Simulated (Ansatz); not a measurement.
Active spaces for NH₃, singlet

Program: Ansatz, Gaussian basis, development build. Basis def2-SVP, nonrelativistic, 1 orbital frozen in the corrections. State-specific CASSCF; RHF is the lowest restricted (open-shell) Hartree–Fock solution met. Small basis; these aren't basis-limit values. Solutions may break the symmetry of the shape. Lower solutions, or ones in other orbitals, may exist.

Geometry:

```xyz
4

N     0.0000    0.0000    0.0000
H     0.9375    0.0000   -0.3810
H    -0.4688    0.8119   -0.3810
H    -0.4688   -0.8119   -0.3810
```

Task: What do CASSCF and its corrections give against RHF in CAS(4,4), and what are the occupations?

Result: CASSCF -1.136 eV, SC-NEVPT2 -4.996 eV; occupations 1.98, 1.98, 0.02, 0.02.
